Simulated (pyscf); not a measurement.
Thermochemistry of product channels of `[F][SiH][F]` [doublet] + `[OH2]` on the doublet surface, in kcal/mol, from ωB97M-D3(BJ)/def2-TZVP energies (ideal gas, 1 atm, RRHO with modes under 100 cm⁻¹ raised to 100, one conformer, R ln 2 for chiral ones without a mode under 150 cm⁻¹). PySCF, gas phase, ωB97X-D3(BJ)/def2-SVP geometries.

```csv
products,ΔE,ΔH(298 K),ΔG(600 K),ΔG(1200 K)
`[O][SiH]([F])[F]` [doublet] + `[H][H]`,(withheld),-2.6,+2.0,+5.0
`[F]` [doublet] + `[OH][SiH2][F]`,+45.2,+44.5,+48.4,+51.1
`[OH][SiH]([F])[F]` + `[H]` [doublet],-18.8,-22.2,-15.5,-11.0
`[OH][Si]([F])[F]` [doublet] + `[H][H]`,-21.8,-24.5,-21.9,-21.1
`[F][SiH2][F]` + `[OH]` [doublet],(withheld),+18.9,+21.8,+24.1
`[F][Si][F]` [singlet] + `[H][H]` + `[OH]` [doublet],(withheld),+50.5,+35.1,+18.4
`[FH]` + `[OH][SiH][F]` [doublet],+8.5,+8.1,+8.1,+7.2
```

Problem. Complete the blanks.

Solution. 
- `[O][SiH]([F])[F]` [doublet] + `[H][H]`, ΔE: +1.8
- `[F][SiH2][F]` + `[OH]` [doublet], ΔE: +21.0
- `[F][Si][F]` [singlet] + `[H][H]` + `[OH]` [doublet], ΔE: +56.1

These are energies of the channels, which say nothing of barriers. Left out: orbital degeneracy and the spin-orbit lowering of F, OH.
